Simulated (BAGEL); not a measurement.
# HBS (hydrogen boron sulfide) at HF/STO-3G (density fitting with cc-pvqz-jkfit)

Aim: the energy change on altering one bond length of HBS (hydrogen boron sulfide) at HF/STO-3G (density fitting with cc-pvqz-jkfit), from 2 runs. 

The calculation is run with BAGEL 1.2.2.

3 further runs of the same task are left out: 3 set aside as unsound or not needed.

## 1. Starting point

HBS: 3 atoms, total charge 0, spin state singlet. As SMILES, `B=S`. Geometry: relaxed at PBE0-D4/def2-TZVP.

Bond lengths: B1–S2 1.598 Å, B1–H3 1.175 Å. Angles: S2–B1–H3 180.0°.

## 2. A single-point energy at HF/STO-3G (density fitting with cc-pvqz-jkfit)

hf.json

```json
{ "bagel" : [

{
  "title" : "molecule",
  "basis" : "sto-3g",
  "df_basis" : "cc-pvqz-jkfit",
  "angstrom" : true,
  "geometry" : [
    { "atom" : "B", "xyz" : [      -0.038660,      -0.014560,       0.134750 ] },
    { "atom" : "S", "xyz" : [       0.399170,       0.147640,      -1.393290 ] },
    { "atom" : "H", "xyz" : [      -0.360510,      -0.133080,       1.258530 ] }
  ]
},

{
  "title" : "hf",
  "charge" : 0
},

{
  "title" : "print",
  "file" : "orbitals.molden",
  "orbitals" : true
}

]}
```

On the command line:

```bash
$ BAGEL_NUM_THREADS=1 BAGEL hf.json > hf.out
```

Log:

```text
* using 1 threads per process

  ===============================================================
  ===============================================================

  *** Geometry ***

  { "atom" : "B", "xyz" : [     -0.073057,     -0.027514,      0.254641 ] },
  { "atom" : "S", "xyz" : [      0.754322,      0.278999,     -2.632937 ] },
  { "atom" : "H", "xyz" : [     -0.681265,     -0.251485,      2.378277 ] },

  Number of auxiliary basis functions:      305

  Since a DF basis is specified, we compute 2- and 3-index integrals:
    o Being stored without compression. Storage requirement is 0.001 GB

  Number of basis functions:       15
  Number of electrons      :       22

    * METHOD: MOLECULE                             0.04

  *** RHF ***

  === Nuclear Repulsion ===
    31.8010848270

      * DIIS with orbital gradients will be used.

  === RHF iteration (sto-3g) ===
      0       -418.03237301          0.03186354           0.00
      1       -418.06065404          0.03089856           0.00
      2       -418.11945872          0.00167679           0.00
      3       -418.11991169          0.00040650           0.00
      4       -418.11993146          0.00009120           0.00
      5       -418.11993286          0.00001851           0.00
      6       -418.11993291          0.00000082           0.00
      7       -418.11993291          0.00000005           0.00
      8       -418.11993291          0.00000000           0.00
    * SCF iteration converged.

    * Permanent dipole moment:
           (    0.108961,     0.040494,    -0.380185) a.u.

    * METHOD: HF                                   0.05

    * METHOD: PRINT                                0.00

  ===============================================================
```

It took 0.24 s on 1 thread of Arm Neoverse V2, shared host.

## 3. The distorted shape at the same level

input.json

```json
{ "bagel": [

{
  "title": "molecule",
  "basis": "sto-3g",
  "df_basis": "cc-pvqz-jkfit",
  "angstrom": true,
  "geometry": [
    { "atom": "B", "xyz": [       0.009618,       0.003218,      -0.033820 ] },
    { "atom": "S", "xyz": [       0.447448,       0.165418,      -1.561860 ] },
    { "atom": "H", "xyz": [      -0.360510,      -0.133080,       1.258530 ] }
  ]
},

{
  "title": "hf",
  "charge": 0
},

{
  "title": "print",
  "file": "orbitals.molden",
  "orbitals": true
}

]}
```

On the command line:

```bash
$ BAGEL_NUM_THREADS=1 BAGEL input.json > input.out
```

Log:

```text
* using 1 threads per process

  ===============================================================
  ===============================================================

  *** Geometry ***

  { "atom" : "B", "xyz" : [      0.018175,      0.006081,     -0.063911 ] },
  { "atom" : "S", "xyz" : [      0.845554,      0.312595,     -2.951488 ] },
  { "atom" : "H", "xyz" : [     -0.681265,     -0.251485,      2.378277 ] },

  Number of auxiliary basis functions:      305

  Since a DF basis is specified, we compute 2- and 3-index integrals:
    o Being stored without compression. Storage requirement is 0.001 GB

  Number of basis functions:       15
  Number of electrons      :       22

    * METHOD: MOLECULE                             0.04

  *** RHF ***

  === Nuclear Repulsion ===
    31.3248548101

      * DIIS with orbital gradients will be used.

  === RHF iteration (sto-3g) ===
      0       -418.01052463          0.03181231           0.00
      1       -418.03971738          0.03085776           0.00
      2       -418.09784327          0.00195609           0.00
      3       -418.09846101          0.00046246           0.00
      4       -418.09848681          0.00010220           0.00
      5       -418.09848860          0.00002468           0.00
      6       -418.09848870          0.00000095           0.00
      7       -418.09848870          0.00000007           0.00
      8       -418.09848870          0.00000000           0.00
    * SCF iteration converged.

    * Permanent dipole moment:
           (    0.114839,     0.042665,    -0.400706) a.u.

    * METHOD: HF                                   0.05

    * METHOD: PRINT                                0.00

  ===============================================================
```

It took 0.24 s on 1 thread of Arm Neoverse V2, shared host.

## 4. Summary of results

Level: HF/STO-3G (density fitting with cc-pvqz-jkfit).

| quantity | value |
| --- | --- |
| first shape: total energy | -418.11993 Eh |
| first shape: dipole moment | 1.01 D |
| first shape: HOMO energy | -7.91 eV |
| first shape: LUMO energy | 7.81 eV |
| first shape: HOMO–LUMO gap | 15.72 eV |
| distorted shape: total energy | -418.09849 Eh |
| distorted shape: dipole moment | 1.07 D |
| distorted shape: HOMO energy | -7.89 eV |
| distorted shape: LUMO energy | 7.89 eV |
| distorted shape: HOMO–LUMO gap | 15.78 eV |
| energy change with the B1–H3 bond stretched from 1.175 to 1.351 Å | 0.584 eV |

With the B1–H3 bond stretched from 1.175 to 1.351 Å the energy rises by 0.58 eV (56.3 kJ/mol). The first shape isn't relaxed at this level, so the change isn't measured from a minimum. The minimal basis adds a large error of its own.
